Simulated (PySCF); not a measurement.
**Nitrogen: a sound run and one with changed settings**

Sound run: N [He] 2s2 2p3, N+ [He] 2s2 2p2. All numbers are calculated (PySCF 2.14, the non-relativistic Hamiltonian (point nucleus), in aug-cc-pVDZ (4s3p2d, 23 functions)). In the sound run the correlated levels freeze 1s2. The sound run starts from symmetry-adapted Hartree-Fock orbitals and uses a fine grid where one is needed.

Changed run: all electrons correlated in a basis built for the valence shell.

```json
{"species": "N", "method": "MP2", "sound run (hartree)": "-54.46817", "changed run (hartree)": "-54.46987", "converged": "yes"}
{"species": "N", "method": "CCSD(T)", "sound run (hartree)": "-54.48698", "changed run (hartree)": "-54.48853", "converged": "yes"}
{"species": "N+", "method": "MP2", "sound run (hartree)": "-53.93610", "changed run (hartree)": "-53.93771", "converged": "yes"}
{"species": "N+", "method": "CCSD(T)", "sound run (hartree)": "-53.95937", "changed run (hartree)": "-53.96080", "converged": "yes"}
```

Ionisation energy of N:

```tsv
method	sound run (eV)	changed run (eV)
UHF	13.930	13.930
MP2	14.478	14.481
SCS-MP2	14.260	14.260
CCSD	14.346	14.350
CCSD(T)	14.357	14.360
```

A valence basis has no tight correlating functions, so it recovers only part of the core correlation, and not evenly between atom and ion.

For comparison, NIST gives 14.534 eV between the lowest levels.
